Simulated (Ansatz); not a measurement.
Reaction (substitution at a C–C bond): `C=C(O)C=N` + CH₃NH₂ → `C=C(O)NC` + `C=N`

Isolated molecules relaxed with PBE0-D4/def2-TZVP in Ansatz; ΔE leaves out vibrations. CCSD(T)/CBS adds triple-zeta CCSD(T) − MP2 to the extrapolated MP2 energy (def2 sets, frozen cores). This one scheme is used for every species. DFT in def2-TZVPP. One conformer a species, not always the lowest.

```csv
level,ΔE (eV)
PBE-D4,0.44
CAM-B3LYP-D4,0.34
PBE,0.45
r2SCANh,0.40
HF/def2-SVP,0.21
MP2/def2-TZVPP,0.40
MP2/def2-QZVPP,0.41
SCS-MP2/def2-QZVPP,0.39
```

Q: What does CCSD(T)/CBS give? (Estimate.)

A: Computed: +0.40 eV. The listed levels differ from it by 0.04, -0.06, 0.05, 0.00, -0.19, 0.00, 0.01, -0.01 eV.

Largest T1 diagnostic among the species: 0.013.

At CCSD(T), def2-SVP lies −0.06 eV from the extrapolated value and def2-TZVPP −0.01 eV. From r2SCAN to r2SCAN0 (25 % exact exchange), in def2-TZVPP and without D4, ΔE moves by −0.04 eV.
